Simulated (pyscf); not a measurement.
O=MoH(Cl)(Cl)–Cl + NH₃ → H₂N–Mo(=O)(Cl)(Cl)–Cl + H₂ (four-centre exchange; singlet surface; H–Mo, H–N broken, Mo–N, H–H formed). Structures and frequencies: ωB97X-D3(BJ)/def2-SVP in PySCF. Energies in kcal/mol from the separated reactants.

```tsv
level	barrier	reaction energy
PBE/def2-TZVP	25.8	-2.1
r²SCAN/def2-TZVP	[?]	[?]
B3LYP-D3(BJ)/def2-TZVP	28.4	-2.4
PBE0-D3(BJ)/def2-TZVP	27.2	-0.3
M06-2X/def2-TZVP	[?]	0.0
HF/def2-TZVP	54.6	+10.8
```

Q: Fill in the missing entries.

A: 
- r²SCAN/def2-TZVP, barrier: 25.0
- r²SCAN/def2-TZVP, reaction energy: -3.9
- M06-2X/def2-TZVP, barrier: 33.6

The functionals in the table span 8.6 kcal/mol in this barrier, from r²SCAN to M06-2X. On the reactant side the descent ends in an adduct with a Mo–N contact, 5.2 kcal/mol under the separated species and 34.3 kcal/mol under the saddle at ωB97X-D3(BJ)/def2-TZVP. What is counted as formed (Mo–N) is already present as a longer contact in the reactant adduct; forming that adduct is a step of its own. At the saddle there is also a short H–Mo contact that neither side keeps. At ωB97X-D3(BJ)/def2-TZVP the barrier from the zero used here is 29.1 kcal/mol. O=MoH(Cl)(Cl)–Cl lies 18.4 kcal/mol over its isomer HO–Mo(Cl)(Cl)–Cl [triplet] (electronic energy, ωB97M-D3(BJ)/def2-TZVP). This is the saddle that the search found; another between the same sides may lie lower. Elements past Kr carry the def2 core potentials, without spin-orbit coupling.
